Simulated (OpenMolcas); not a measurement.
# MP2/ANO-S-VDZP run of C4H10S (methyl propyl sulfide)

We compute a single-point energy of C4H10S (methyl propyl sulfide). 

The calculation is run with OpenMolcas 26.06.

5 further runs of the same task are left out: 5 set aside as unsound or not needed.

## (1) The molecule

C4H10S has 15 atoms, charge 0, and is taken as a singlet. As SMILES, `CCCSC`. The shape is that of a GFN2-xTB optimisation. This is one conformer, not always the lowest.

Bond lengths: C1–C2 1.523 Å, C2–C3 1.522 Å, C3–S4 1.824 Å, S4–C5 1.816 Å, C1–H6 1.088 Å, C1–H7 1.087 Å, C1–H8 1.088 Å, C2–H9 1.094 Å, C2–H10 1.092 Å, C3–H11 1.091 Å, C3–H12 1.090 Å, C5–H13 1.087 Å, C5–H14 1.085 Å, C5–H15 1.086 Å. Some angles: C1–C2–C3 111.9°, C2–C3–S4 113.7°, C3–S4–C5 100.2°, C1–C2–H9 109.8°, C1–C2–H10 109.7°, C3–C2–H9 108.1°, C3–C2–H10 109.6°, C2–C1–H6 110.4°, C2–C1–H7 110.6°, C2–C1–H8 110.1°.

## (2) The energy at MP2/ANO-S-VDZP

job.inp

```
* C4H10S MP2

&gateway
 coord
 15
 bohr
 C     -1.38634088    -0.25396029     3.44385579
 C      0.95869586     0.35092214     1.88995289
 C      1.40988687    -1.59868940    -0.17527210
 S     -1.10813540    -1.73374813    -2.52571345
 C     -0.56408325     1.22603541    -4.17315779
 H     -1.15717379    -2.04904893     4.41895447
 H     -1.72571679     1.21352543     4.84117598
 H     -3.03106401    -0.39070088     2.21846288
 H      2.62248633     0.38646789     3.11527021
 H      0.77146179     2.22520920     1.04577444
 H      3.16980770    -1.23346204    -1.18502836
 H      1.47530919    -3.49574767     0.62309940
 H      1.39690445     1.32108864    -4.77409070
 H     -1.80138143     1.22046072    -5.80737405
 H     -1.03063773     2.81168571    -2.95589071
 basis
 ANO-S-VDZP
 group
 NoSym

&seward

&scf
 prorbitals
 0

&mbpt2
 frozen
 8
```

Launch:

```sh
$ export MOLCAS_MEM=1860
$ pymolcas job.inp > job.log
```

**Question.** What will come out? Wanted: total energy; dipole moment; HOMO energy; LUMO energy; HOMO–LUMO gap; correlation energy.

Answer, from the run:

Level: MP2/ANO-S-VDZP, 8 core orbitals frozen.

| quantity | value |
| --- | --- |
| total energy | -555.57456 Eh |
| dipole moment (mean-field density) | 1.92 D |
| HOMO energy (Hartree–Fock orbitals) | -9.02 eV |
| LUMO energy (Hartree–Fock orbitals) | 3.17 eV |
| HOMO–LUMO gap (Hartree–Fock orbitals) | 12.19 eV |
| correlation energy (8 core orbitals frozen) | -711.0 mEh |
